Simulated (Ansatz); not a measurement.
Total energies of C7H16 (`CCCCCCC`).

```xyz
23

C    -1.8208    2.7500    0.2225
C    -1.7635    1.8529   -1.0035
C    -0.4973    1.0115   -1.0992
C    -0.3394   -0.0172    0.0092
C     0.8958   -0.8862   -0.1549
C     1.0617   -1.9198    0.9467
C     2.2991   -2.7826    0.7713
H    -1.8331    2.1724    1.1496
H    -2.7176    3.3738    0.2147
H    -0.9538    3.4165    0.2606
H    -2.6368    1.1897   -1.0131
H    -1.8447    2.4719   -1.9032
H    -0.4868    0.4921   -2.0646
H     0.3774    1.6745   -1.1035
H    -0.2951    0.4835    0.9829
H    -1.2315   -0.6564    0.0379
H     1.7874   -0.2470   -0.1884
H     0.8558   -1.3956   -1.1262
H     0.1700   -2.5567    0.9794
H     1.1028   -1.4093    1.9160
H     3.2070   -2.1728    0.7684
H     2.2676   -3.3277   -0.1764
H     2.3958   -3.5177    1.5737
```

Charge 0, multiplicity 1. The structure was optimised at the PBE0-D4/def2-TZVP level. It is one conformer, not always the lowest. Basis def2-TZVPP, the Gaussian-basis code of Ansatz.

RPA on PBE orbitals: Hartree–Fock energy of these orbitals -274.43965 Eh, correlation -2.10450 Eh (frozen core).

| functional | energy without D4 (Eh) | D4 term (kJ/mol) |
| --- | --- | --- |
| r2SCANh | -276.30422 | -12.4 |
| BHLYP | -276.31057 | -45.8 |

Problem. Give the same for LDA (SPW92), PBE, revPBE, BLYP, r2SCAN, B97M-V, PBE0, B3LYP, r2SCAN0, HSE06 (plane-wave form), CAM-B3LYP, LC-ωPBE, ωB97X-V, ωB97M-V, B2PLYP, PBE-QIDH. (Estimate.)

Solution. Ansatz gave: 
| functional | energy without D4 (Eh) | D4 term (kJ/mol) |
| --- | --- | --- |
| LDA (SPW92) | -273.83999 | – |
| PBE | -276.08452 | -43.0 |
| revPBE | -276.39618 | -148.3 |
| BLYP | -276.30850 | -95.0 |
| r2SCAN | -276.31123 | -11.9 |
| B97M-V | -276.50269 | – |
| PBE0 | -276.14506 | -36.2 |
| B3LYP | -276.50889 | -67.5 |
| r2SCAN0 | -276.29500 | -13.5 |
| HSE06 (plane-wave form) | -276.12677 | -33.4 |
| CAM-B3LYP | -276.32474 | -36.0 |
| LC-ωPBE | -276.33025 | – |
| ωB97X-V | -276.41869 | – |
| ωB97M-V | -276.31931 | – |
| B2PLYP | -276.21611 | – |
| PBE-QIDH | -276.11328 | – |

B3LYP takes the VWN-RPA correlation (the form of Gaussian; ORCA's B3LYP/G). HSE06 is the plane-wave form, built on full-range PBE exchange. The double hybrids freeze the cores in their second-order part.

LC-ωPBE has ω = 0.4 bohr⁻¹.
